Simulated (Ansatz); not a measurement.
in.yaml

```yaml
crystal:
  periodic: [false, false, false]
  atoms:
    - {symbol: C, position_ang: [0.000000, 0.000000, 0.000000]}
    - {symbol: Se, position_ang: [0.000000, 0.000000, 1.624400]}
basis:
  gaussian: {orbitals: cc-pVTZ}
total_charge: 1
magnetization: {spin_polarized: false, initial_magnetization: 3}
correlation: {method: ccsd_t, electrons: outside_noble_gas}
output: {forces: true}
```

```sh
$ ansatz run in.yaml --threads 1 --pin off --events-out ev --progress --plain --max-ram 2393MiB
```

Output:

```
458 factors; integrals over basis functions are off by at most 1.2e-3 eV
mean field evaluation 1: about -66318.6844 eV, gradient 1.4e1 eV
mean field evaluation 2: about -66318.8413 eV, gradient 1.4e1 eV
mean field evaluation 4: about -66320.2919 eV, gradient 3.0e0 eV
mean field evaluation 8: about -66320.4426 eV, gradient 3.1e-1 eV
mean field evaluation 16: about -66320.4434 eV, gradient 1.3e-6 eV
mean field evaluation 32: about -66319.7472 eV, gradient 6.7e-3 eV
mean field evaluation 64: about -66318.3793 eV, gradient 1.6e-1 eV
mean field evaluation 96: about -66319.7472 eV, gradient 1.5e-5 eV
mean field evaluation 128: about -66318.3794 eV, gradient 3.9e-5 eV
mean field evaluation 160: about -66319.1511 eV, gradient 1.2e1 eV
...
cycle   7  -6.25725024 eV  change   -8.4e-4 eV  update   5.0e-4
cycle   8  -6.25744220 eV  change   -1.9e-4 eV  update   2.5e-4
cycle   9  -6.25746555 eV  change   -2.3e-5 eV  update   1.1e-4
cycle  10  -6.25752346 eV  change   -5.8e-5 eV  update   4.5e-5
cycle  11  -6.25754343 eV  change   -2.0e-5 eV  update   1.9e-5
cycle  12  -6.25755692 eV  change   -1.3e-5 eV  update   1.0e-5
cycle  13  -6.25755826 eV  change   -1.3e-6 eV  update   6.1e-6
cycle  14  -6.25755905 eV  change   -7.8e-7 eV  update   3.1e-6
cycle  15  -6.25755696 eV  change    2.1e-6 eV  update   1.3e-6
cycle  16  -6.25755621 eV  change    7.4e-7 eV  update   5.8e-7
perturbative correction -0.36766797 eV, -0.0135115486 hartree
WARN: the results are in doubt because among natural orbitals full CI differs from the method by -0.088 eV
the calculation of the forces begins
Total energy: -66327.06860442 eV, -2437.4748131105 hartree
Atom 0 at     0.000000     0.000000     0.000000 Å, force    -0.000000    -0.000000    -8.138126 eV/Å
Atom 1 at     0.000000     0.000000     1.624400 Å, force     0.000000    -0.000000     8.138126 eV/Å
Dipole moment:    -0.000000     0.000000    -0.168128 e Å
In doubt: among natural orbitals full CI differs from the method by -0.088 eV
```

Forces (eV/Å):
```
C    0.000  0.000 -8.138
Se   0.000  0.000  8.138
```

Ran on 1 thread of Arm Neoverse N1, shared host: 35 s wall, 0.26 GiB peak host memory.
